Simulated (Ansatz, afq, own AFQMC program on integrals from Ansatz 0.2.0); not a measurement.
AFQMC on a folder of integrals that Ansatz 0.2.0 wrote.

```yaml
crystal:
  periodic: [false, false, false]
  atoms:
    - {symbol: B, position_ang: [0.000000, 0.000000, -0.524525]}
    - {symbol: N, position_ang: [0.000000, 0.000000, -1.923525]}
    - {symbol: N, position_ang: [0.000000, 0.000000, 0.727375]}
    - {symbol: H, position_ang: [0.000000, 0.000000, 1.720675]}
basis:
  gaussian: {orbitals: cc-pVDZ}
magnetization: {spin_polarized: true, initial_magnetization: 2}
correlation: {method: ccsd_t, electrons: outside_noble_gas, hamiltonian_folder: ham}
```

```sh
$ ansatz run in.yaml --threads 1 --pin off --events-out ev --progress --plain --max-ram 24576MiB --backend cuda --devices 0, --max-vram 18GiB
```

Options of the walk:

```
--method phaseless --trial hf --walkers 4000 --populations 20 --least-time 40 --time-step 0.005 --steps-per-block 20 --equilibration-blocks 112 --max-blocks 4000 --target-error 0.0011 --factor-cut 1e-05 --start spin_pure --seed 76 --taylor-order 6
```

Times are imaginary, in 1/Eh. The walk had a cap of 57 s. With eight or more populations the least sampling time is a fifth of least-time, and the error comes from their spread.

afq prints:

```
orbitals 44  electrons 8 6  factors 340 of 449
reference energy -134.13224912 Eh
CCSD correlation -0.36136597 Eh in 15 cycles, weight of the determinant in the CISD state 0.8489
energy of the start -134.135846 Eh
 block  time / (1/Eh)  mean weight  energy / Eh
     1     0.100  1.0021  -134.232909
     2     0.200  1.0026  -134.300790
     3     0.300  1.0029  -134.348795
     4     0.400  1.0033  -134.382866
     5     0.500  1.0023  -134.406698
     9     0.900  1.0008  -134.465691
    25     2.500  0.9996  -134.507801
    49     4.900  1.0000  -134.517331
    73     7.300  1.0004  -134.509197
    97     9.700  0.9999  -134.508138
   109    10.900  1.0001  -134.524102
   121    12.100  1.0002  -134.507246
   145    14.500  1.0001  -134.514644
   157    15.700  0.9998  -134.494126
   169    16.900  1.0000  -134.512912
   193    19.300  1.0004  -134.505269
   217    21.700  0.9998  -134.507399
   241    24.100  1.0005  -134.517674
error from the spread of 20 populations
energy -134.506846 +/- 0.001076 Eh
(rows thinned)
```

The run passed its tests (sampling time, drift between the halves within three errors, error under three times the target), which doesn't prove that it has relaxed.

Against this walk (error 29.3 meV) on the same determinant: CCSD(T) 2.2 meV higher (within the noise), CCSDT(Q) 83.4 meV lower, a separate phaseless walk with a CISD trial and standard settings 38.0 ± 29.9 meV lower (within the noise). The error is statistical and leaves out the bias of the constraint. The determinant has ⟨S²⟩ = 2.11, so the low cluster orders mix in higher spin (the high orders can go on to a lower state of that spin), while the walk starts as a pure triplet.

Cautions: constraint bias not in the error; lower spins were not checked; unrestricted determinant spin contaminated (⟨S²⟩ 2.11 against 2.00).

The walk took 26 s on 1 × NVIDIA H100 80GB HBM3 with 2 threads of AMD EPYC 7R13 Processor (Zen 3), on a shared host (the card was shared). The log's last line is the phaseless energy.

CCSDT and higher add their correlation energy to the determinant of the CCSD(T) run, since their own runs factorise the integrals more tightly (a shift of under 2 meV). A walk keeps the symmetry of its determinant, which the program's search chose and which needn't be the lowest solution, so a lower state of the same spin and another symmetry isn't excluded.
